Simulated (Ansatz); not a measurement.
Worked example: correlation energy of HSiB, triplet

Geometry: that of the HSiB, singlet, kept fixed.

```csv
atom,x (Å),y (Å),z (Å)
Si,0.0000,0.0000,0.1742
B,0.0000,0.0000,-1.8643
H,0.0000,0.0000,1.6901
```

Basis cc-pVDZ; Ansatz 0.2.0. Correlated methods freeze the noble-gas cores, which leaves 8 electrons in 31 orbitals. Prefix R: restricted or restricted open-shell reference.

Full CI is exact within this basis and frozen core; it isn't the basis-set limit.

Runs differ by some tens of microhartree through their thresholds and, for an open shell, their frozen cores, so steps under 0.03 kcal/mol mean nothing.

| level | total energy (hartree) |
| --- | --- |
| RHF | -313.988389 |
| RMP2 | -314.127337 |
| RCCSD | -314.165965 |
| RCCSD(T) | -314.174669 |
| RCCSDT | -314.176862 |
| RCCSDT(Q) | -314.177481 |
| RCCSDTQ | -314.177549 |
| full CI | -314.177587 |

What is the correlation energy at full CI, and what share of it do RMP2 and RCCSD recover?

E(corr) = -314.177587 − (-313.988389) = -0.189198 hartree = -5.148 eV. RMP2: -0.138948 / -0.189198 = 73.44 %. RCCSD: -0.177576 / -0.189198 = 93.86 %.

By how many kcal/mol does RCCSD(T) miss full CI (1 hartree = 627.509 kcal/mol), and which steps make up the rest?

-314.174669 − (-314.177587) = 0.002918 hartree = 1.83 kcal/mol. Steps: RCCSDT − RCCSD(T) = -1.38, RCCSDT(Q) − RCCSDT = -0.39, RCCSDTQ − RCCSDT(Q) = -0.04, full CI − RCCSDTQ = -0.02 kcal/mol. Differences between like states or geometries often cancel part of this.
